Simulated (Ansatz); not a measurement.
**SiOF+ (quintet): from Hartree-Fock to the top rungs, cc-pVDZ**

Aim: climb from Hartree-Fock through coupled cluster for SiOF+ (quintet) at one geometry and basis, and see what each rung misses.

Program: Ansatz 0.2.0, Gaussian basis. Level of theory: cc-pVDZ, core rule «outside noble gas», up to 7 orbitals frozen. These are calculated values, not measurements.

Plan: UHF; CCSD(T) on ROHF; CCSD(T) on UHF; BCCD(T) on ROHF; CISD; CCSDT(Q) on ROHF; CCSDT(Q) on UHF.

32 further runs of the same task are left out: 12 for a known fault of the program, 7 that didn't finish, 13 set aside as unsound or not needed.

## Step 1: The system

The geometry is a PBE0/def2-TZVP stationary point (not a proven minimum) of the parent state, kept for this charge and spin.

3 atoms, charge 1, spin multiplicity 5.

Atoms are counted from 1 here; the program's logs count them from 0.

Bond lengths: F1–Si3 1.602 Å, O2–Si3 1.725 Å. Angles: F1–Si3–O2 115.7°.

## Step 2: UHF

File in.yaml:

```yaml
crystal:
  periodic: [false, false, false]
  atoms:
    - {symbol: F, position_ang: [0.000000, 0.390347, 1.310206]}
    - {symbol: O, position_ang: [0.000000, 0.397529, -1.506653]}
    - {symbol: Si, position_ang: [0.000000, -0.490510, -0.027996]}
basis:
  gaussian: {orbitals: cc-pVDZ}
total_charge: 1
magnetization: {spin_polarized: true, initial_magnetization: 4}
hamiltonian: {xc: hf}
output: {orbitals: {seedname: orbitals}}
```

The run is started by

```console
$ ansatz run in.yaml --threads 1 --pin off --events-out ev --progress --plain --max-ram 2393MiB
```

After this run come: CCSD(T) on ROHF; CCSD(T) on UHF; BCCD(T) on ROHF; CISD; CCSDT(Q) on ROHF; CCSDT(Q) on UHF.

Before running them: what should the planned runs give, taken together? Wanted: UCCSDT(Q) below the RHF energy; RMP2 from UCCSDT(Q); UMP2 from UCCSDT(Q); RCCSD from UCCSDT(Q); RCCSD(T) from UCCSDT(Q); UCCSD(T) from UCCSDT(Q); RCCSDT(Q) from UCCSDT(Q); T1 diagnostic.

**Answer**, as computed:

| quantity | value |
| --- | --- |
| UCCSDT(Q) below the RHF energy | -10.0874 eV |
| RMP2 from UCCSDT(Q) | +856.7 meV |
| UMP2 from UCCSDT(Q) | +848.8 meV |
| RCCSD from UCCSDT(Q) | +243.6 meV |
| RCCSD(T) from UCCSDT(Q) | +53.0 meV |
| UCCSD(T) from UCCSDT(Q) | +50.8 meV |
| RCCSDT(Q) from UCCSDT(Q) | +8.9 meV |
| levels within 1 kcal/mol (43 meV) | RCCSDT, UCCSDT, RCCSDT(Q) |
| T1 diagnostic | 0.025 |

In words: RCCSD(T) misses by +53.0 meV, 0.5 % of the correlation energy. These misses are within one basis, not against nature; the frozen cores of restricted and unrestricted runs differ, which can shift their rows.
